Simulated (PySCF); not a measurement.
Species: 1,1-dichlorocyclopropane, C3H4Cl2.
Bonds: Cl1–C2, C2–Cl3, C2–C4, C4–C5, C2–C5. Hydrogens: H6, H7 on C4; H8, H9 on C5.

The closed-shell ground state was solved at several levels (PySCF, density fitting, gas phase, non-relativistic). Geometry: PBE0-D3(BJ)/def2-SVP; no solvent, vibrations or thermal averaging.

```csv
level,basis functions,HOMO (eV),LUMO (eV),gap (eV),dipole (D)
B3LYP/cc-pVTZ,214,-7.66,-0.11,7.55,2.14
B3LYP/6-31G*,86,-7.52,0.07,7.59,2.26
B3LYP/def2-TZVP,191,-7.65,-0.11,7.54,2.11
PBE0/pcSseg-1,119,-7.97,0.19,8.16,2.20
KT2/pcSseg-2,250,-6.69,-1.20,5.49,2.19
```

Task: What might CAM-B3LYP/def2-SVPD (146 basis functions) give for the same quantities?

Result: HOMO -9.38 eV, LUMO 1.03 eV, gap 10.41 eV, dipole 2.24 D.

Task: Over all these levels, which gives the widest orbital gap and which the narrowest?

Result: CAM-B3LYP/def2-SVPD (range-separated hybrid) has the widest, 10.41 eV, and KT2/pcSseg-2 (GGA) the narrowest, 5.49 eV. Functional and basis both differ between the two, so the spread mixes both effects.

Task: How much does the basis alone move the frontier levels among the 3 B3LYP rows?

Result: The HOMO by 0.14 eV and the LUMO by 0.18 eV. By rising basis size (HOMO, LUMO in eV): 6-31G* -7.52, 0.07; def2-TZVP -7.65, -0.11; cc-pVTZ -7.66, -0.11.

Task: How far do the dipole and the HOMO energy spread over the levels?

Result: The dipole runs from 2.11 to 2.26 D (mean 2.19 D) and the HOMO from -9.38 to -6.69 eV.
